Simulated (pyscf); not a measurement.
**Four-centre exchange: H₂P–Ga [singlet] + water (H₂O) → HO–Ga [singlet] + PH₃**

Gas phase, singlet surface, charge 0. Bonds broken: Ga1–P2, O5–H6. Bonds formed: Ga1–O5, P2–H6. PySCF, gas phase, ωB97X-D3(BJ)/def2-SVP geometries. MP2 and CC: frozen core, UHF for open shells. ΔMP2 is the change of the MP2 total energy from the triple- to the quadruple-zeta basis.

Transition state (Å):

```xyz
7

Ga     0.3958     0.2350     1.1926
P     -2.0115     0.1774     0.0106
H     -2.7432    -0.9784    -0.3528
H     -3.0657     1.1049     0.1888
O      0.4856     0.7578    -0.7521
H     -0.7266     0.6304    -0.9782
H      1.1874     1.0130    -1.3641
```

One imaginary mode, 1219i cm⁻¹; descent along it reached the two sides named, in the forms told below.

```json
[
 {"bond": "Ga1–P2", "change": "breaks", "reactant side (Å)": "2.447", "saddle": "2.7", "product side": "3.1"},
 {"bond": "O5–H6", "change": "breaks", "reactant side (Å)": "0.969", "saddle": "1.240", "product side": "3.0"},
 {"bond": "Ga1–O5", "change": "forms", "reactant side (Å)": "2.446", "saddle": "2.016", "product side": "1.832"},
 {"bond": "P2–H6", "change": "forms", "reactant side (Å)": "2.8", "saddle": "1.683", "product side": "1.417"}
]
```

Electronic energies relative to the separated reactants (kcal/mol):

```csv
level,barrier,reaction energy,reverse barrier
ωB97X-D3(BJ)/def2-TZVP,7.6,-13.5,21.1
PBE/def2-TZVP,1.3,-15.6,16.9
r²SCAN/def2-TZVP,1.6,-17.7,19.2
B3LYP-D3(BJ)/def2-TZVP,4.7,-17.3,21.9
PBE0-D3(BJ)/def2-TZVP,4.0,-14.4,18.4
M06-2X/def2-TZVP,5.5,-18.0,23.5
ωB97M-D3(BJ)/def2-TZVP,7.3,-17.8,25.1
HF/def2-TZVP,20.2,-19.8,40.0
MP2/def2-QZVPP,7.0,-16.6,23.5
CCSD/def2-TZVPP,12.0,-16.3,28.3
CCSD(T)/def2-TZVPP,9.4,-16.0,25.5
CCSD(T)/def2-TZVPP + ΔMP2(QZVPP),9.4,-15.8,25.2
```

With CCSD(T)/def2-TZVPP + ΔMP2(QZVPP) energies and thermal terms (ideal gas, 1 atm, RRHO with modes under 100 cm⁻¹ raised to 100, one conformer, R ln 2 for chiral ones without a mode under 150 cm⁻¹), in kcal/mol:

| T (K) | ΔH‡ | ΔG‡ | ΔH | ΔG |
|---|---|---|---|---|
| 298 | 7.1 | 17.0 | -17.2 | -16.8 |
| 600 | 7.5 | 26.8 | -17.5 | -16.3 |
| 900 | 8.3 | 36.3 | -17.5 | -15.6 |
| 1200 | 9.2 | 45.5 | -17.4 | -15.0 |

On the reactant side the descent ends in a bound adduct (not fully relaxed), 10.3 kcal/mol under the separated species and 17.9 kcal/mol under the saddle at ωB97X-D3(BJ)/def2-TZVP. On the product side the descent ends in a complex, 6.1 kcal/mol under the separated species and 27.2 kcal/mol under the saddle at ωB97X-D3(BJ)/def2-TZVP. One saddle was located; it need not be the lowest between these sides. The CCSD(T) − MP2 part came from Ansatz, without density fitting, on the same reference. The frozen core leaves the outer d or s,p core shells of the metals and heavy elements correlated in the MP2 and CC values, and def2-TZVPP describes them poorly, which can shift differences by a few kcal/mol. Elements up to Kr have no core potential and no relativistic terms here.
